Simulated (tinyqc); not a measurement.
Starting guesses with DIIS over 6 matrices: SCF starting guesses in the sto-3g basis, for HF, spin multiplicity 1. Computed by the program tinyqc with PySCF. RHF with one setting changed at a time; a run stops when the energy changes by less than 1e-09 hartree and the error matrix is below 1e-5. Starts: the lowest orbitals of the core Hamiltonian, of the Wolfsberg-Helmholz matrix (K = 1.75), projected atomic densities, random orbitals, and the highest orbitals of the core Hamiltonian (a deliberately bad start).

Geometry (angstrom):
```
atom       x       y       z
F     0.0000  0.0000  0.0000
H     0.0000  0.0000  1.1990
```

lowest restricted solution found by these runs and by PySCF = -98.523395 hartree

Largest element of the error matrix X^T (FDS - SDF) X:
```
iteration     core  Wolfsberg-Helmholz  atomic densities   random  highest core orbitals
1          5.0e-01             4.6e-01           8.1e-01  9.5e+00                3.4e-01
2          8.5e-02             7.4e-02           3.1e-01  5.6e-01                5.4e-01
3          1.9e-02             1.4e-02           2.1e-02  6.1e-02                5.5e-01
4          5.6e-04             1.3e-03           2.9e-03  2.3e-02                5.5e-01
5          5.7e-05             2.1e-05           3.5e-05  1.2e-02                5.6e-01
6          2.1e-07             3.5e-07           2.2e-07  2.7e-03                5.4e-01
8                -                   -                 -  1.7e-05                3.5e-01
10               -                   -                 -        -                4.4e-03
```

How each run ends:
```
run                    iterations  E (hartree)         state
core                            7    -98.52340  lowest found
Wolfsberg-Helmholz              6    -98.52340  lowest found
atomic densities                6    -98.52340  lowest found
random                          9    -98.52340  lowest found
highest core orbitals          13    -98.52340  lowest found
```

What does the comparison show, and why?

5 of 5 runs reach the lowest restricted solution found, in 6 to 13 iterations (fastest: Wolfsberg-Helmholz, atomic densities). The first errors are 5e-01, 5e-01, 8e-01, 1e+01, 3e-01; the deliberately bad start has the smallest one, so a small first error does not mark a good start.
